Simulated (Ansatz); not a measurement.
The input, for Ansatz 0.2.0:

```yaml
crystal:
  periodic: [false, false, false]
  atoms:
    - {symbol: B, position_ang: [-2.614058, 0.000000, -0.000001]}
    - {symbol: H, position_ang: [-3.210791, 1.033572, -0.000001]}
    - {symbol: H, position_ang: [-3.210791, -1.033571, -0.000002]}
    - {symbol: H, position_ang: [-1.173058, 0.000000, -0.000001]}
    - {symbol: Ge, position_ang: [0.455942, 0.000000, 0.000000]}
    - {symbol: H, position_ang: [0.924610, -1.465915, 0.000000]}
    - {symbol: H, position_ang: [0.924612, 0.732957, -1.269519]}
    - {symbol: H, position_ang: [0.924611, 0.732957, 1.269520]}
basis:
  gaussian: {orbitals: cc-pVDZ}
magnetization: {spin_polarized: false, initial_magnetization: 1}
correlation: {method: fic_mrcisd_q, electrons: outside_noble_gas, active_space: {window: {electrons: 3, orbitals: 3}}}
```

```sh
$ ansatz run in.yaml --threads 2 --pin off --events-out ev --progress --plain --max-ram 16896MiB --backend cuda --devices 0, --max-vram 18GiB
```

(1) Roughly how long does this take on 2 threads of AMD EPYC 7R13 with a shared H100 80 GB, shared host, and how much host memory?

```
714 factors; integrals over basis functions are off by at most 1.1e-3 eV
mean field evaluation 1: about -57234.2924 eV, gradient 1.2e1 eV
mean field evaluation 2: about -57234.3179 eV, gradient 1.2e1 eV
mean field evaluation 4: about -57235.2689 eV, gradient 4.8e-1 eV
mean field evaluation 8: about -57235.2715 eV, gradient 4.6e-4 eV
mean field evaluation 16: about -57235.1946 eV, gradient 7.0e-1 eV
mean field evaluation 32: about -57235.1953 eV, gradient 3.0e-2 eV
mean field evaluation 64: about -57235.1947 eV, gradient 3.1e-1 eV
mean field -57235.27147561 eV, -2103.3574312681 hartree, gradient 2.7e-6 eV, S^2 0.750000; 7 other end points of the search recorded, 0 dependent functions left out
reference -57235.27147561 eV, -2103.3574312681 hartree; 22, 21 occupied and 49, 50 virtual orbitals, 714 factors
state -57235.75338988 eV, -2103.3751412909 hartree
contracted CI cycle   1: correlation 0.00000000 eV, 0.0000000000 hartree, residual 1.91e1 eV
contracted CI cycle   2: correlation -5.66874302 eV, -0.2083224637 hartree, residual 2.78e0 eV
contracted CI cycle   3: correlation -5.79964459 eV, -0.2131330076 hartree, residual 6.39e-1 eV
contracted CI cycle   4: correlation -5.80656555 eV, -0.2133873480 hartree, residual 1.55e-1 eV
contracted CI cycle   5: correlation -5.80698587 eV, -0.2134027947 hartree, residual 4.59e-2 eV
contracted CI cycle   6: correlation -5.80702283 eV, -0.2134041527 hartree, residual 1.39e-2 eV
contracted CI cycle   7: correlation -5.80702650 eV, -0.2134042879 hartree, residual 4.34e-3 eV
contracted CI cycle   8: correlation -5.80702685 eV, -0.2134043008 hartree, residual 1.27e-3 eV
state -57235.75338988 eV, -2103.3751412909 hartree; corrected -57242.19959932 eV, -2103.6120351186 hartree
state -57235.62223363 eV, -2103.3703213878 hartree
contracted CI cycle   1: correlation 0.00000000 eV, 0.0000000000 hartree, residual 1.90e1 eV
contracted CI cycle   2: correlation -5.68475074 eV, -0.2089107365 hartree, residual 2.87e0 eV
contracted CI cycle   3: correlation -5.82800818 eV, -0.2141753502 hartree, residual 7.50e-1 eV
contracted CI cycle   4: correlation -5.83800355 eV, -0.2145426734 hartree, residual 2.24e-1 eV
contracted CI cycle   5: correlation -5.83891278 eV, -0.2145760871 hartree, residual 8.04e-2 eV
contracted CI cycle   6: correlation -5.83903000 eV, -0.2145803947 hartree, residual 2.74e-2 eV
contracted CI cycle   7: correlation -5.83904406 eV, -0.2145809113 hartree, residual 9.49e-3 eV
contracted CI cycle   8: correlation -5.83904559 eV, -0.2145809677 hartree, residual 3.36e-3 eV
contracted CI cycle   9: correlation -5.83904576 eV, -0.2145809739 hartree, residual 1.21e-3 eV
state -57235.62223363 eV, -2103.3703213878 hartree; corrected -57242.11980080 eV, -2103.6091025772 hartree
state -57235.75338988 eV, -2103.3751412909 hartree; corrected -57242.19959932 eV, -2103.6120351186 hartree
Total energy: -57242.19959932 eV, -2103.6120351186 hartree
```

Natural occupations: 1.9773 1.0001 0.0226.

## Answers

(1) 2.4 s wall and 0.84 GiB.
